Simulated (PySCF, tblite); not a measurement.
# C₂ClF₃: changes of charge, part 2 of 2

tblite 0.8.0 and PySCF 2.14.0. Atoms count from 0. Earlier steps stand in the parts before.

## Step 11: Harmonic vibrations (C₂ClF₃+ (doublet), F[C](F)C(F)=[Cl+]): PBE0-D3(BJ)/def2-SVP

What the job is given:

```
{"job": {"xc": "PBE0", "basis": "def2-SVP", "d3": "d3bj", "grid": 2, "kind": "hessian"}, "charge": 1, "multiplicity": 2}
F      0.513452     0.210203     1.672198
C      0.114967     0.500247     0.514873
F     -0.101283     1.713817     0.262392
C     -0.079766    -0.514159    -0.458157
F      0.180955    -1.710227    -0.101521
Cl    -0.614164    -0.192181    -1.975557
```

Log:

```text
coarse grid: 7056 points
cycle   1  E = -834.3177828250  dE =  1.704e+00  |g| = 6.553e-01  |ddm| = 2.057e+00
cycle   2  E = -833.9957733400  dE =  3.220e-01  |g| = 1.159e+00  |ddm| = 1.333e+00
cycle   3  E = -834.4956137825  dE = -4.998e-01  |g| = 6.221e-02  |ddm| = 8.647e-01
cycle   4  E = -834.4967596657  dE = -1.146e-03  |g| = 2.570e-02  |ddm| = 7.617e-02
cycle   5  E = -834.4970029209  dE = -2.433e-04  |g| = 1.261e-02  |ddm| = 3.663e-02
cycle   6  E = -834.4970744941  dE = -7.157e-05  |g| = 1.803e-03  |ddm| = 1.282e-02
cycle   7  E = -834.4970758962  dE = -1.402e-06  |g| = 1.003e-03  |ddm| = 2.961e-03
final grid: 68976 points
cycle   8  E = -834.5888866136  dE = -1.162e-05  |g| = 3.392e-03  |ddm| = 7.809e-03
cycle   9  E = -834.5888808905  dE =  5.723e-06  |g| = 5.392e-03  |ddm| = 6.458e-03
cycle  10  E = -834.5888907984  dE = -9.908e-06  |g| = 2.435e-04  |ddm| = 3.849e-03
cycle  11  E = -834.5888908253  dE = -2.695e-08  |g| = 1.156e-04  |ddm| = 3.974e-04
cycle  12  E = -834.5888908317  dE = -6.399e-09  |g| = 3.789e-05  |ddm| = 1.326e-04
cycle  13  E = -834.5888908331  dE = -1.368e-09  |g| = 2.212e-05  |ddm| = 7.694e-05
cycle  14  E = -834.5888908333  dE = -2.681e-10  |g| = 9.405e-06  |ddm| = 2.934e-05
cycle  15  E = -834.5888908334  dE = -6.298e-11  |g| = 1.537e-06  |ddm| = 1.840e-05
converged SCF energy = -834.5888908334

mode    cm-1
  1     124.2
  2     195.8
  3     360.8
  4     404.0
  5     486.9
  6     548.0
  7     622.2
  8     762.2
  9    1170.3
 10    1428.5
 11    1609.6
 12    1692.2
ZPE 56.253  H(298)-E 73.009  G(298)-E -24.343 kJ/mol  S 326.52 J/(mol K)
```

Run time: 2.2 min. Hardware: 1 thread of Arm Neoverse V2, shared host; peak memory 1.5 GiB.

Zero-point energy 56.25 kJ/mol (xTB gave 48.85).

## Step 12: Single point (C₂ClF₃): wB97X-D3(BJ)/ma-def2-TZVP

Geometry: PBE0-D3(BJ)/def2-SVP, that of another charge or spin state.

What the job is given:

```
{"job": {"kind": "sp", "xc": "wB97X", "basis": "ma-def2-TZVP", "d3": "d3bj", "grid": 2}, "charge": 0, "multiplicity": 1}
F      0.513452     0.210203     1.672198
C      0.114967     0.500247     0.514873
F     -0.101283     1.713817     0.262392
C     -0.079766    -0.514159    -0.458157
F      0.180955    -1.710227    -0.101521
Cl    -0.614164    -0.192181    -1.975557
```

Log:

```text
coarse grid: 7056 points
cycle   1  E = -835.9584024458  dE =  1.504e+00  |g| = 8.558e-01  |ddm| = 2.125e+00
cycle   2  E = -835.9627006824  dE = -4.298e-03  |g| = 9.241e-01  |ddm| = 8.815e-01
cycle   3  E = -836.0902159063  dE = -1.275e-01  |g| = 7.110e-02  |ddm| = 3.969e-01
cycle   4  E = -836.0909712187  dE = -7.553e-04  |g| = 2.477e-02  |ddm| = 5.941e-02
cycle   5  E = -836.0911028759  dE = -1.317e-04  |g| = 7.725e-03  |ddm| = 2.675e-02
cycle   6  E = -836.0911156805  dE = -1.280e-05  |g| = 2.276e-03  |ddm| = 9.044e-03
cycle   7  E = -836.0911170580  dE = -1.377e-06  |g| = 8.716e-04  |ddm| = 3.809e-03
final grid: 68976 points
cycle   8  E = -836.0906651133  dE = -5.736e-05  |g| = 9.834e-03  |ddm| = 3.215e-02
cycle   9  E = -836.0906648518  dE =  2.615e-07  |g| = 9.322e-03  |ddm| = 7.343e-03
cycle  10  E = -836.0906754880  dE = -1.064e-05  |g| = 8.642e-04  |ddm| = 3.574e-03
cycle  11  E = -836.0906755911  dE = -1.031e-07  |g| = 1.296e-04  |ddm| = 5.694e-04
cycle  12  E = -836.0906755946  dE = -3.472e-09  |g| = 7.471e-05  |ddm| = 1.459e-04
converged SCF energy = -836.0906755946
```

Wall time 9.8 s (1 thread of Arm Neoverse V2, shared host); peak memory 0.66 GiB.

## Step 13: Single point (C2ClF3+ (doublet), F[C](F)C(F)=[Cl+]): wB97X-D3(BJ)/ma-def2-TZVP

Geometry: PBE0-D3(BJ)/def2-SVP.

What the job is given:

```
{"job": {"kind": "sp", "xc": "wB97X", "basis": "ma-def2-TZVP", "d3": "d3bj", "grid": 2}, "charge": 1, "multiplicity": 2}
F      0.513452     0.210203     1.672198
C      0.114967     0.500247     0.514873
F     -0.101283     1.713817     0.262392
C     -0.079766    -0.514159    -0.458157
F      0.180955    -1.710227    -0.101521
Cl    -0.614164    -0.192181    -1.975557
```

Log:

```text
final grid: 68976 points
cycle   1  E = -835.7453091020  dE = -2.214e-02  |g| = 1.814e-01  |ddm| = 3.661e-01
cycle   2  E = -835.7473510730  dE = -2.042e-03  |g| = 1.719e-01  |ddm| = 2.068e-01
cycle   3  E = -835.7590492244  dE = -1.170e-02  |g| = 2.524e-02  |ddm| = 1.015e-01
cycle   4  E = -835.7592149138  dE = -1.657e-04  |g| = 5.281e-03  |ddm| = 1.177e-02
cycle   5  E = -835.7592358083  dE = -2.089e-05  |g| = 2.761e-03  |ddm| = 5.591e-03
cycle   6  E = -835.7592439375  dE = -8.129e-06  |g| = 9.048e-04  |ddm| = 3.738e-03
cycle   7  E = -835.7592460441  dE = -2.107e-06  |g| = 6.360e-04  |ddm| = 1.953e-03
cycle   8  E = -835.7592467824  dE = -7.383e-07  |g| = 2.559e-04  |ddm| = 1.268e-03
cycle   9  E = -835.7592469672  dE = -1.848e-07  |g| = 1.252e-04  |ddm| = 7.913e-04
cycle  10  E = -835.7592469888  dE = -2.159e-08  |g| = 4.103e-05  |ddm| = 2.543e-04
cycle  11  E = -835.7592469916  dE = -2.832e-09  |g| = 1.994e-05  |ddm| = 8.778e-05
converged SCF energy = -835.7592469916
```

It took 21 s on 1 thread of Arm Neoverse V2, shared host; peak memory 0.77 GiB.

## Step 14: Changes of charge: wB97X-D3(BJ)/ma-def2-TZVP

This step combines the energies above: geometries from PBE0-D3(BJ)/def2-SVP, zero-point and thermal terms from PBE0-D3(BJ)/def2-SVP.

What the job is given:

```
{"job": {"kind": "rx", "dirs": [1], "geom": {"xc": "PBE0", "basis": "def2-SVP", "d3": "d3bj", "grid": 1}, "hess": 1, "level": {"xc": "wB97X", "basis": "ma-def2-TZVP", "d3": "d3bj"}}, "charge": 0, "multiplicity": 1}
F      0.353234    -1.655058     0.645739
C      0.210949    -0.359747     0.550703
F      0.509240     0.268602     1.654682
C     -0.198032     0.251267    -0.562306
F     -0.483409    -0.442332    -1.647998
Cl    -0.384356     1.940192    -0.683367
```

Output (the driver's rows laid out field by field):

```text
ionisation and electron attachment, wB97X-D3(BJ)/ma-def2-TZVP // PBE0-D3(BJ)/def2-SVP

row 1
  change                  oxidation
  charge                  1
  multiplicity            2
  vertical_ev             9.9586
  vertical_s2             0.753
  formula                 C2ClF3
  smiles                  F[C](F)C(F)=[Cl+]
  kept                    yes
  pieces                  1
  point_group             Cs
  adiabatic_electronic_ev 9.5834
  adiabatic_ev            9.6029
  free_energy_ev          9.584
  s2                      0.753
  bonds_moved             1 3 1.334 1.419; 3 5 1.703 1.641; 0 1 1.307 1.258; 1 2 1.305 1.258
  spin_on                 3 C 0.31; 1 C 0.305; 5 Cl 0.158
  charge_moved            5 Cl 0.28; 1 C 0.193; 3 C 0.15; 0 F 0.13
  vertical_back_ev        9.0186
  relaxation_parent_ev    0.5648
  relaxation_ion_ev       0.3752
  reorganisation_ev       0.94
```

Wall time 5.3 min (1 thread of Arm Neoverse V2, shared host); peak memory 0.77 GiB.

Energy taken up on oxidation, or given off on reduction (eV; adiabatic with zero-point energy):

```csv
change,product,vertical,adiabatic,free energy,reorganisation,⟨S²⟩
oxidation (multiplicity 2),F[C](F)C(F)=[Cl+],9.96,9.60,9.58,0.94,0.75
```

On oxidation to multiplicity 2 charge changes most on Cl5 (+0.28 e), C1 (+0.19 e), C3 (+0.15 e); the spin sits on C3 (0.31), C1 (0.30), Cl5 (0.16); the bond C1–C3 goes from 1.334 to 1.419 Å.

## Step 15: Outcome

The summary covers parts 1 to 2.

| quantity | value |
| --- | --- |
| strongest single infrared mode (GFN2-xTB) | 1228 cm⁻¹, 211 km/mol |
| zero-point energy (GFN2-xTB) | 11.5 kcal/mol |
| point group | Cs |
| rotational constants (main isotopes) | 4.51, 2.28, 1.51 GHz |
| ionisation energy (wB97X-D3(BJ)/ma-def2-TZVP) | vertical 9.96 eV, adiabatic 9.60 eV |

**Reading.** All 12 modes are real, so the xTB geometry is a minimum. The strongest single mode, at 1228 cm⁻¹, moves mainly C1. Unscaled tight-binding wavenumbers are off by several per cent, some by more. Its intensities can rank the bands wrongly. Over 7 steps the energy fell by 0.022 eV; of the close pairs, C1–F2 changed most, 1.321 to 1.305 Å (PBE0/def2-SVP). At wB97X-D3(BJ)/ma-def2-TZVP, relaxation with the zero-point term after oxidation moves the energy taken up from 9.96 eV (vertical) to 9.60 eV (adiabatic, with zero-point energy).
